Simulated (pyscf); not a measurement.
Single points on ωB97X-D3(BJ)/def2-SVP structures (PySCF, gas phase).

### Question
Estimate the classical barrier height and the reaction energy of `[OH][SiH3]` + `[SiH3][PH2]` → `[SiH3][PH][SiH3]` + `[OH2]` at ωB97M-D3(BJ)/def2-TZVP. The step runs on the singlet surface, breaks O–Si, H–P and forms P–Si, H–O; take the separated reactants as zero.

### Answer
ΔE‡ = 2.14 eV, ΔE = +0.65 eV. Zero-point energy shifts the barrier by -0.01 eV. It is a four-centre exchange, with an imaginary mode of 862i cm⁻¹. This is the saddle that the search found; another between the same sides may lie lower.
